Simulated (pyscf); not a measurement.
Single points on ωB97X-D3(BJ)/def2-SVP structures (PySCF, gas phase).

Question: HN=Ta(Cl)(Cl)–Cl (SMILES [NH]=[Ta]([Cl])([Cl])[Cl]) + HCl (SMILES Cl) → H₂N–Ta(Cl)(Cl)(Cl)–Cl (SMILES [NH2][Ta]([Cl])([Cl])([Cl])[Cl])
Surface: singlet. Broken: Cl–H. Formed: H–N, Cl–Ta. Give ΔE‡ and ΔE from PBE0-D3(BJ)/def2-TZVP, relative to the separated reactants.

Answer: ΔE‡ = 2.3 kcal/mol, ΔE = -35.0 kcal/mol. ωB97M-D3(BJ)/def2-TZVP gives 7.0 kcal/mol and -31.8 kcal/mol. Zero-point energy shifts the barrier by -0.3 kcal/mol. It is an addition across a multiple bond or ene-type step, with an imaginary mode of 791i cm⁻¹. On the reactant side the descent ends in an adduct with a Cl–Ta contact, 2.5 kcal/mol under the separated species and 4.6 kcal/mol under the saddle at ωB97X-D3(BJ)/def2-TZVP. What is counted as formed (Cl–Ta) is already present as a longer contact in the reactant adduct; forming that adduct is a step of its own. At ωB97X-D3(BJ)/def2-TZVP the barrier from the zero used here is 2.2 kcal/mol. One saddle was located; it need not be the lowest between these sides. Elements past Kr carry the def2 core potentials, without spin-orbit coupling.
